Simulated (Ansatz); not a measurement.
Abridged output of a molecular run in Ansatz:

```
Functional definition: HF
895 factors; integrals over basis functions are off by at most 1.0e-3 eV
mean field evaluation 1: about -15425.7842 eV, gradient 3.2e1 eV
mean field evaluation 2: about -15425.7929 eV, gradient 3.2e1 eV
mean field evaluation 4: about -15428.6437 eV, gradient 4.3e0 eV
mean field evaluation 8: about -15428.7371 eV, gradient 2.7e-1 eV
mean field evaluation 16: about -15428.7148 eV, gradient 1.5e0 eV
mean field -15428.73784331 eV, -566.9956577677 hartree, gradient 2.3e-6 eV, S^2 0.000000; 0 other end points of the search recorded, 0 dependent functions left out; unrestricted orbitals would lower it
9 core orbitals not correlated: weight in the atoms' cores, before any rotation towards them, 1.000 or more for the frozen orbitals, at most 0.000 for the correlated occupied ones
reference -15428.73784331 eV, -566.9956577677 hartree; 13, 13 occupied and 67, 67 virtual orbitals, 895 factors
second order -18.38048599 eV of doubles, -0.00000000 eV of singles
cycle   1  -18.61017002 eV  change   -2.3e-1 eV  update   1.1e-1
cycle   2  -19.16570913 eV  change   -5.6e-1 eV  update   3.7e-2
cycle   3  -19.31899320 eV  change   -1.5e-1 eV  update   2.0e-2
cycle   4  -19.31673497 eV  change    2.3e-3 eV  update   5.4e-3
cycle   5  -19.31844515 eV  change   -1.7e-3 eV  update   2.6e-3
cycle   6  -19.31908092 eV  change   -6.4e-4 eV  update   7.2e-4
cycle   7  -19.31864832 eV  change    4.3e-4 eV  update   3.3e-4
cycle   8  -19.31858585 eV  change    6.2e-5 eV  update   1.0e-4
cycle   9  -19.31858424 eV  change    1.6e-6 eV  update   4.2e-5
cycle  10  -19.31856425 eV  change    2.0e-5 eV  update   1.6e-5
perturbative correction -0.83544080 eV, -0.0307018830 hartree
Total energy: -15448.89184837 eV, -567.7363037925 hartree
```

Its atoms:

```xyz
8

N     0.4474    1.5324   -1.1249
C     0.1125    0.4994   -0.5154
C     0.2240    0.0602    0.8790
C    -0.3557   -1.1384    0.7314
S    -0.7217   -1.0908   -1.0024
H     0.2170    1.5130   -2.1155
H     0.6477    0.5709    1.7321
H    -0.5713   -1.9467    1.4156
```

(1) Which basis set was used?
A. def2-SVP
B. def2-QZVPP
C. def2-TZVPPD
D. cc-pV(T+d)Z

(2) Write the keys of the input that set method, charge and spin (a neutral closed shell needs none for the last two).

## Answers

(1) A. It gives 89 functions.

(2) 
```yaml
correlation: {method: ccsd_t}
```
